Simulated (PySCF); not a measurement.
Gas-phase reaction: 2 H₃SiCCH + CCl₄ → CH₃SiHCl₂ + SiCl₂ + 2 C₂H₂ (acetylene)

Method: PySCF energies (xtb for GFN2) plus ideal-gas RRHO corrections (1 bar). † marks an energy on the PBE0/def2-TZVP geometry and frequencies; other levels use their own. MP2 and CCSD(T) freeze the core. 6-31G* has spherical d functions here. All species are closed-shell singlets. B3LYP is the form with VWN-RPA correlation. MP2 isn't extrapolated to the basis-set limit. CCSD(T) isn't extrapolated to the basis-set limit.

```
level               ΔH°(298 K), kJ
------------------  --------------
B3LYP/6-31G*                     ?
B3LYP/def2-TZVP†              -480
CCSD(T)/def2-SVP†                ?
GFN2-xTB                      -308
HF/def2-TZVP†                 -510
MP2/def2-SVP†                 -439
PBE/def2-TZVP†                -452
PBE0/def2-TZVP                -464
r2SCAN/def2-TZVP†                ?
ωB97M-V/def2-TZVP†               ?
ωB97X-V/def2-TZVP†            -450
```

**Question.** Some entries are withheld; supply them.

**Answer.** 
- B3LYP/6-31G*, ΔH°(298 K), kJ: -451
- CCSD(T)/def2-SVP†, ΔH°(298 K), kJ: -445
- r2SCAN/def2-TZVP†, ΔH°(298 K), kJ: -459
- ωB97M-V/def2-TZVP†, ΔH°(298 K), kJ: -481
